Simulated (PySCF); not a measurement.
These compounds are isomers of formula C5H10O.

A. `InChI=1S/C5H10O/c1-3-5(2)4-6/h3,6H,4H2,1-2H3/b5-3+`
B. `C=C(CC)CO`
C. SMILES CO[C@@H]1C[C@@H]1C

Spectrum 1. 1H NMR (400 MHz, computed): δ 3.47 (s, 3H), 3.07 (m, 1H), 1.21 (d, 3H), 0.86 (m, 1H), 0.35 (m, 1H), -0.04 (m, 1H). 13C{1H} NMR (computed): δ 61.8 (CH), 60.3 (CH3), 15.7 (CH), 14.1 (CH3), 12.0 (CH2).

Spectrum 2. 1H NMR (400 MHz, computed): δ 5.43 (m, 1H), 5.30 (m, 1H), 4.40 (s, 2H), 1.99 (q, 2H), 1.09 (t, 3H), 0.10 (br s, 1H). 13C{1H} NMR (computed): δ 164.1 (C), 112.4 (CH2), 68.5 (CH2), 31.3 (CH2), 19.0 (CH3).

Spectrum 3. 1H NMR (400 MHz, computed): δ 5.71 (q, 1H), 4.17 (s, 2H), 1.96 (s, 3H), 1.80 (d, 3H), -0.10 (br s, 1H). 13C{1H} NMR (computed): δ 144.9 (C), 129.9 (CH), 74.9 (CH2), 16.9 (CH3), 13.9 (CH3).

Calculated, not measured (PySCF 2.14): structure optimised with GFN2-xTB, σ from GIAO-PBE0/pcSseg-1. Equivalent nuclei averaged, one computed conformer, non-relativistic Hamiltonian, in vacuum.

References, each an isolated molecule treated in the same way: TMS for 1H (σref 31.72), 13C (σref 186.93). Where no couplings were computed, multiplicities follow the n + 1 count of equivalent neighbours, and m marks all less simple cases (inequivalent or close neighbours, rings, F or P nearby). Shifts are as computed. Against solution values, carbons near 30 ppm lie about +3 ppm off and those near 130 ppm about +5 ppm. Of 1211 compounds with measured shifts, 218 miss one by over three times the rms of a fit or turn the order of signals round; such compounds aren't used in these exercises. OH and NH positions are gas-phase values without hydrogen bonding to other molecules.

Q: Which spectrum belongs to which compound?

A: 1–C, 2–B, 3–A.

- Spectrum 1 (C): 5 13C signals; δC 61.8 is a three-membered-ring carbon; δC 60.3 is a methyl carbon bonded to O.
- Spectrum 2 (B): 5 13C signals; δC 164.1 is a fully substituted alkene carbon; δC 112.4 is a terminal =CH2 carbon.
- Spectrum 3 (A): 5 13C signals; δC 144.9 is a fully substituted alkene carbon; δC 129.9 is an alkene CH.
